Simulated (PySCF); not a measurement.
CH₃O, SMILES C=[OH+], charge +1. Geometry: PBE-D3(BJ)/def2-TZVP. The isomer is the one that the SMILES or the coordinates give; other isomers of the formula were not compared.

Computed equilibrium geometry at PBE-D3(BJ)/def2-TZVP (PySCF confirms it by a frequency run) as Cartesian coordinates in Å, and its point group:
point group Cs.
```xyz
5

C     -0.0341    -0.6279     0.0000
O      0.1320     0.6149     0.0000
H      0.8862    -1.2280     0.0000
H     -1.0372    -1.0817     0.0000
H     -0.7009     1.1580     0.0000
```
Charge +1, spin multiplicity 1.
